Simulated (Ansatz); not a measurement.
**Two structures, one formula**

Two relaxed structures of CH$_{5}$BN (charge -1), closed shell (PBE0-D4/def2-TZVPD; forces vanish, vibrations not checked).

A:

```
atom    x (Å)    y (Å)    z (Å)
  B1  -1.2160   0.3503  -0.5249
  C2   0.2187   0.1733  -0.5610
  N3   0.9530  -1.0040  -0.1118
  H4  -1.9416  -0.4990  -0.0118
  H5  -1.7545   1.3300  -1.0136
  H6   0.8990   0.8906  -1.0307
  H7   1.5567  -0.7712   0.6743
  H8   0.2710  -1.6606   0.2559
```

B:

B1  (-0.890, 0.604, -0.538)
C2  (0.170, 0.409, 0.429)
N3  (0.755, -0.989, 0.217)
H4  (-1.123, -0.353, -1.327)
H5  (-1.582, 1.597, -0.669)
H6  (0.267, -1.488, -0.568)
H7  (1.748, -0.940, 0.002)
H8  (0.670, -1.551, 1.060)
(Å)

Ansatz 0.2.0; basis: def2-TZVPPD; cores frozen in the correlated methods. B3LYP uses VWN-RPA correlation.

(1) Which structure is lower at CCSD(T), and by how much? (Judge from chemistry; the value comes from the calculation.)

The T1 diagnostic stays at or below 0.028.

Answers

(1) Computed: A, by 292.9 kJ/mol (electronic energy, against the other). By their contacts, A is CH₅BN ([BH2][CH][NH2]), total charge -1 and B is CH₅BN ([BH2][C][NH3]), total charge -1.

All methods give the same order:

| method | E(B) − E(A) (kJ/mol) |
| --- | --- |
| PBE-D4 | 279.2 |
| r2SCAN-D4 | 292.5 |
| PBE0-D4 | 297.5 |
| B3LYP-D4 | 295.5 |
| wB97M-V | 298.0 |
| HF | 325.4 |
| MP2 | 295.7 |
| CCSD | 302.2 |
| CCSD(T) | 292.9 |

Labels in which every atom is bracketed show which atoms are joined, not bond orders.

For scale, one of the runs: CCSD(T)/def2-TZVPPD, 196 basis functions, launched by `ansatz run in.yaml --threads 2 --pin off --events-out ev --progress --plain --max-ram 4352MiB`. The run took 39 s on 2 CPU threads of an Arm Neoverse V2 (shared host), with 2.4 GiB of host memory at its peak.
